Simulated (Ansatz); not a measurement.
A made-up structure of CH$_{5}$OSi (charge +1), closed shell:

```
8
angstrom
C -0.6171 0.8308 -0.3568
Si 0.5947 -1.7534 0.5864
O 0.7299 -0.2268 0.2283
H -1.5660 0.3016 -0.4541
H -0.3318 1.2612 -1.3253
H -0.7323 1.6714 0.3398
H 1.6406 0.0786 0.3639
H -0.5530 -2.5877 0.5305
```

It is relaxed with PBE-D4/def2-SVP and then PBE0-D4/def2-TZVP (Ansatz 0.2.0). Atoms count as bonded within 1.22 times the sum of their covalent radii (H–H: 0.88 Å). The end point is not checked to be a true minimum.

**Question.** Does its bonding change? (A judgement: the text doesn't fix the answer.)

**Answer.** Computed: Yes. Formed: C1–O3; broken: none.

Where it ends: The first stage lowers the energy by 2.44 eV in 8 steps. It ends as CH₅OSi ([CH3][OH][SiH]), total charge +1:
C1  (-0.521, 0.695, -0.299)
Si2  (0.718, -1.898, 0.650)
O3  (0.601, -0.148, 0.180)
H4  (-1.383, 0.037, -0.338)
H5  (-0.255, 1.067, -1.286)
H6  (-0.660, 1.497, 0.422)
H7  (1.422, 0.365, 0.245)
H8  (-0.756, -2.041, 0.337)
(Å)

Labels in which every atom is bracketed show which atoms are joined, not bond orders.

For scale, one of the runs: PBE0-D4/def2-TZVP relaxation, 129 basis functions, launched by `ansatz run in.yaml --threads 2 --pin off --events-out ev --progress --plain --max-ram 4352MiB`. The run took about 13 s on 2 CPU threads of an Arm Neoverse V2 (shared host).
